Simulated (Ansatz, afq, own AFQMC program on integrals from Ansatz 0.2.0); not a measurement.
Two steps: Ansatz 0.2.0 writes the Fock matrix and Cholesky factors of the valence space, and afq projects on them the lowest state that overlaps trial and start.

```yaml
crystal:
  periodic: [false, false, false]
  atoms:
    - {symbol: Ge, position_ang: [0.000000, 0.000000, 0.000000]}
    - {symbol: H, position_ang: [0.884324, 0.887199, 0.886047]}
    - {symbol: H, position_ang: [-0.887886, -0.884021, 0.885661]}
    - {symbol: H, position_ang: [-0.883825, 0.884513, -0.889224]}
    - {symbol: H, position_ang: [0.887387, -0.887691, -0.882484]}
basis:
  gaussian: {orbitals: cc-pVDZ}
magnetization: {spin_polarized: false}
correlation: {method: ccsd_t, electrons: outside_noble_gas, hamiltonian_folder: ham}
```

```sh
$ ansatz run in.yaml --threads 1 --pin off --events-out ev --progress --plain --max-ram 1382MiB
```

afq runs on the folder ham with

```
--method phaseless --trial hf --walkers 180 --populations 1 --least-time 40 --time-step 0.005 --steps-per-block 20 --equilibration-blocks 112 --max-blocks 600 --target-error 0.00102 --factor-cut 1e-05 --seed 3462 --taylor-order 6
```

Times are imaginary, in 1/Eh. The walk had a cap of 490 s. Filled inner d shells are frozen with the cores.

```
orbitals 33  electrons 4 4  factors 266 of 497
reference energy -2077.64337960 Eh
CCSD correlation -0.14235328 Eh in 8 cycles, weight of the determinant in the CISD state 0.9220
energy of the start -2077.643380 Eh
 block  time / (1/Eh)  mean weight  energy / Eh
     1     0.100  1.0010  -2077.668701
     2     0.200  1.0001  -2077.690315
     3     0.300  1.0003  -2077.705669
     4     0.400  1.0003  -2077.724445
     5     0.500  1.0004  -2077.738093
    10     1.000  1.0001  -2077.757191
    71     7.100  0.9999  -2077.789948
   141    14.100  1.0001  -2077.791263
   211    21.100  1.0007  -2077.790469
   281    28.100  0.9999  -2077.782538
   351    35.100  0.9997  -2077.795647
   407    40.700  1.0002  -2077.770124
   421    42.100  1.0005  -2077.786961
   463    46.300  1.0000  -2077.802370
   491    49.100  1.0007  -2077.791930
   561    56.100  0.9994  -2077.788084
blocks merged  error / Eh  count
     1  0.000368  450
     2  0.000491  225
     4  0.000658  112
     8  0.000837  56
    16  0.001007  28
    32  0.001009  14
energy -2077.788439 +/- 0.001007 Eh
(rows thinned)
```

Question: Estimate how long the walk took on 1 thread of Arm Neoverse V1, on a shared host.

Answer: 120 s of wall time.

The run passed its tests (sampling time, drift between the halves within three errors, error under three times the target), which doesn't prove that it has relaxed.

Against this walk (error 27.4 meV) on the same determinant: CCSD(T) 9.3 meV higher (within the noise), CCSDT(Q) 7.5 meV lower (within the noise), a separate phaseless walk with a CISD trial and standard settings 8.8 ± 27.7 meV lower (within the noise). The error is statistical and leaves out the bias of the constraint.

Cautions: constraint bias not in the error; no relativity below Rb; no spin-orbit coupling; inner d shell frozen.

CCSDT and higher add their correlation energy to the determinant of the CCSD(T) run, since their own runs factorise the integrals more tightly (a shift of under 2 meV). A walk keeps the symmetry of its determinant, which the program's search chose and which needn't be the lowest solution, so a lower state of the same spin and another symmetry isn't excluded.
